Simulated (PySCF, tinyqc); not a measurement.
Worked calculation: RHF in the sto-3g basis, for LiH, spin multiplicity 1. The lowest restricted solution is unstable here: a spin-polarised one lies 0.0420 hartree lower (PySCF). One step of it, computed by the program tinyqc.

Problem. Iteration 1: diagonalisation and new density. A level shift of 0.2 hartree raises the virtual space: F + shift (S - S D(s) S), with D(s) the density of one spin (D/2). Diagonalise F' = X^T F X, C = X C', fill 2 alpha and 2 beta electrons from the bottom; D = 2 C_occ C_occ^T. Each column has its largest component positive (the first on a tie).

Fock matrix F (hartree), lower triangle:
```
,1Li 1s,1Li 2s,1Li 2px,1Li 2py,1Li 2pz,2H 1s
1Li 1s,-2.496685
1Li 2s,-0.518137,-0.174300
1Li 2px,-0.038668,-0.014276,0.098450
1Li 2py,-0.064628,0.024953,0.034191,0.033637
1Li 2pz,0.068734,-0.016813,0.029854,-0.036223,0.058682
2H 1s,-0.037354,-0.085033,-0.030051,0.045302,-0.057245,-0.158832
```

X, lower triangle:
```
,1Li 1s,1Li 2s,1Li 2px,1Li 2py,1Li 2pz,2H 1s
1Li 1s,1.023189
1Li 2s,-0.127406,1.035751
1Li 2px,0.000000,0.000000,1.000000
1Li 2py,0.000000,0.000000,0.000000,1.000000
1Li 2pz,-0.003271,0.018976,0.000000,0.000000,1.027761
2H 1s,0.014563,-0.095046,0.000000,0.000000,-0.139797,1.040186
```

D at the start, lower triangle:
```
,1Li 1s,1Li 2s,1Li 2px,1Li 2py,1Li 2pz,2H 1s
1Li 1s,1.646098
1Li 2s,-0.939604,0.703157
1Li 2px,0.199668,0.062173,0.210203
1Li 2py,0.431415,-0.579123,-0.299133,0.777244
1Li 2pz,-0.479085,-0.007922,-0.355217,0.435895,0.614055
2H 1s,0.538745,0.032090,0.423928,-0.536430,-0.729623,0.867672
```

overlap S, lower triangle:
```
,1Li 1s,1Li 2s,1Li 2px,1Li 2py,1Li 2pz,2H 1s
1Li 1s,1.000000
1Li 2s,0.241137,1.000000
1Li 2px,0.000000,0.000000,1.000000
1Li 2py,0.000000,0.000000,0.000000,1.000000
1Li 2pz,0.000000,0.000000,0.000000,0.000000,1.000000
2H 1s,0.005446,0.172440,0.000000,0.000000,0.261929,1.000000
```

Give: F' = X^T F X; orbital energies; coefficients C; D after iteration 1.

Solution.

F' = X^T F X (hartree), lower triangle:
```
,1,2,3,4,5,6
1,-2.4230
2,-0.1458,0.0718
3,-0.0587,-0.0190,0.2774
4,-0.1045,0.0861,0.0641,0.1559
5,0.1153,-0.0005,0.0643,-0.0793,0.2320
6,-0.0673,-0.0834,-0.0723,0.1013,0.0058,-0.0072
```

orbital energies (hartree): MO1 -2.4433, MO2 -0.1459, MO3 0.1209, MO4 0.1402, MO5 0.3013, MO6 0.3338

coefficients C:
```
,MO1,MO2,MO3,MO4,MO5,MO6
1Li 1s,1.0124,-0.0886,-0.1321,-0.0463,-0.1014,0.0246
1Li 2s,-0.0708,0.4004,0.8856,0.2912,0.2510,-0.0313
1Li 2px,0.0228,0.2272,-0.1142,-0.3138,0.5061,0.7617
1Li 2py,0.0351,-0.4655,-0.1550,0.5067,0.6944,-0.1381
1Li 2pz,-0.0499,-0.2291,0.1059,0.6233,-0.4542,0.6443
2H 1s,0.0449,0.7182,-0.6682,0.2571,0.0890,-0.2689
```

D after iteration 1, lower triangle:
```
,1Li 1s,1Li 2s,1Li 2px,1Li 2py,1Li 2pz,2H 1s
1Li 1s,2.0658
1Li 2s,-0.2142,0.3306
1Li 2px,0.0060,0.1787,0.1043
1Li 2py,0.1536,-0.3777,-0.2099,0.4359
1Li 2pz,-0.0604,-0.1764,-0.1064,0.2098,0.1100
2H 1s,-0.0362,0.5688,0.3284,-0.6655,-0.3336,1.0357
```
